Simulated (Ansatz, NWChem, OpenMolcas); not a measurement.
Swapping H for F on C: the vertical ionisation energy

On one C centre that keeps Cl, n of the H ligands are replaced by F. The vertical ionisation energy y in eV at B3LYP/6-31G* (Cartesian functions). Shapes, held fixed at every level: PBE0-D4/def2-TZVP. Programs: Ansatz 0.2.0, NWChem 7.3.0, OpenMolcas 26.06. A level may come from different programs for different species; with the same settings they agree closely.

```
molecule  n  y (eV)
   CH3Cl  0   11.26
  CH2ClF  1   11.49
  CHClF2  2       ?
   CClF3  3   12.73
```

Q: Fit y = c + s·n to the known rows and predict CHClF2.

A: 
1. Means of the 3 rows: n = 1.33333, y = 11.827.
2. Σ(Δn)² = 4.6667, Σ(Δn·Δy) = 2.3733, so the slope is 2.3733/4.6667 = 0.50856.
3. Intercept: 11.827 − (0.50856) × 1.33333 = 11.149. The largest residual of the fit is 0.17.
4. CHClF2: 11.149 + (0.50856) × 2 = 12.17 eV.

The run gave 12.31 eV, so the prediction is off by -0.14 eV, within the scatter of the fit. The steps per swap are uneven (+0.23, +0.82, +0.42), so a line is a poor model. Other levels give for CHClF2: HF/STO-3G 10.37 eV. Cations run unrestricted.
